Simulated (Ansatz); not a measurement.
[H···H···Br], doublet: transfer scan

Starting geometry:

```xyz
3

H     0.0000    0.0000   -1.2080
H     0.0000    0.0000   -0.4630
Br    0.0000    0.0000    1.6710
```

From there H2 is moved from one fragment to the other while all else, the fragments' distance too, stays fixed, so the hump isn't the reaction's barrier; atoms are numbered as listed. Energies are in eV, counted from the starting geometry at the same level. Kohn–Sham curves are unrestricted where that lies lower.

Basis 6-31G (Cartesian d functions); Ansatz 0.2.0. Only valence electrons are correlated (noble-gas cores and the filled d shells of p-block atoms frozen). No spin–orbit coupling is included, and no scalar relativity.

In so small a basis the reference is far from its limit while semilocal and hybrid functionals are nearer theirs (RPA and double hybrids share much of the reference's basis error), so the functionals' errors here hold much of the reference's basis and frozen-core error, which can add to them or hide them.

Full CI is exact within this basis and frozen core; it isn't the basis-set limit.

```
distance H1-H2 (Å)  full CI    PBE  r2SCAN  B97M-V   PBE0  B3LYP  BHLYP  wB97M-V  B2PLYP  RPA-PBE
             0.693    0.031  0.085   0.061   0.045  0.061  0.057  0.031    0.042   0.037    0.014
             0.745    0.000  0.000   0.000   0.000  0.000  0.000  0.000    0.000   0.000    0.000
             0.831    0.141  0.042   0.076   0.099  0.083  0.091  0.137    0.121   0.128    0.170
             0.918    0.413  0.205   0.264   0.305  0.288  0.303  0.397    0.372   0.381    0.471
             1.004    0.709  0.397   0.467   0.523  0.514  0.540  0.675    0.652   0.654    0.798
             1.090    0.950  0.559   0.624   0.708  0.698  0.739  0.900    0.887   0.874    1.073
             1.176    1.081  0.663   0.709   0.837  0.801  0.866  1.032    1.027   0.997    1.241
             1.263    1.105  0.714   0.740   0.912  0.830  0.924  1.072    1.071   1.028    1.299
             1.349    1.078  0.747   0.758   0.959  0.830  0.953  1.066    1.070   1.019    1.299
```

(1) Judged by the spread of the error over the points with a reference (largest less smallest), which of these follows full CI best and which worst?

Answers

(1) Subtracting the full CI column from each: best BHLYP (errors from -0.049 to 0.000, spread 0.049 eV), worst PBE (from -0.418 to 0.054, spread 0.472 eV). Functionals and wave-function methods converge differently with the basis, so part of this is basis effect.
